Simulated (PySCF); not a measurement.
diphosphorus (P2), SMILES P#P.

Geometry: B3LYP-D3(BJ)/def2-TZVPD.

Two levels are set side by side: TDA-PBE/def2-TZVPD (PySCF) and TDA-ωB97X/def2-TZVPD (PySCF). Vertical, same geometry. The lowest singlet is HOMO−1→LUMO 50 %, HOMO→LUMO+1 50 % with PBE and HOMO−1→LUMO 50 %, HOMO→LUMO+1 50 % with the other functional; states are paired by order. Differences are taken from unrounded values.

```tsv
quantity	TDA-ωB97X	TDA-PBE	TDA-PBE minus TDA-ωB97X
lowest singlet excitation (eV)	3.39	3.73	0.34
lowest triplet excitation (TDA) (eV)	2.50	2.74	0.24
first bright state (f over 0.05) (eV)	6.96	6.80	-0.15
its oscillator strength	0.30	0.07	-0.22
```

Rough cost on one machine, each run with all the roots and properties that it gave: TDA-ωB97X against TDA-PBE about 2 times.
